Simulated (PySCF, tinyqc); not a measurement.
Inside a calculation. Method: RHF in the sto-6g basis, for LiH, spin multiplicity 1. The lowest restricted solution is unstable here: a spin-polarised one lies 0.0669 hartree lower (PySCF). One step of it, computed by the program tinyqc.

Problem. Orthogonalisation. S = U s U^T; symmetric (Loewdin) form X = U s^(-1/2) U^T, so that X^T S X = 1.

overlap S, order 1Li 1s, 1Li 2s, 1Li 2px, 1Li 2py, 1Li 2pz, 2H 1s:
$$\begin{pmatrix}
1.000000 & 0.235742 & 0.000000 & 0.000000 & 0.000000 & 0.003776 \\
0.235742 & 1.000000 & 0.000000 & 0.000000 & 0.000000 & 0.138450 \\
0.000000 & 0.000000 & 1.000000 & 0.000000 & 0.000000 & 0.000000 \\
0.000000 & 0.000000 & 0.000000 & 1.000000 & 0.000000 & 0.000000 \\
0.000000 & 0.000000 & 0.000000 & 0.000000 & 1.000000 & 0.212019 \\
0.003776 & 0.138450 & 0.000000 & 0.000000 & 0.212019 & 1.000000
\end{pmatrix}$$

Give: eigenvalues of S; X.

Solution.

eigenvalues of S: [0.6973, 0.8340, 1.0000, 1.0000, 1.1622, 1.3065]

X, order 1Li 1s, 1Li 2s, 1Li 2px, 1Li 2py, 1Li 2pz, 2H 1s:
$$\begin{pmatrix}
1.0220 & -0.1236 & 0.0000 & 0.0000 & -0.0021 & 0.0114 \\
-0.1236 & 1.0298 & 0.0000 & 0.0000 & 0.0120 & -0.0745 \\
0.0000 & 0.0000 & 1.0000 & 0.0000 & 0.0000 & 0.0000 \\
0.0000 & 0.0000 & 0.0000 & 1.0000 & 0.0000 & 0.0000 \\
-0.0021 & 0.0120 & 0.0000 & 0.0000 & 1.0177 & -0.1105 \\
0.0114 & -0.0745 & 0.0000 & 0.0000 & -0.1105 & 1.0255
\end{pmatrix}$$
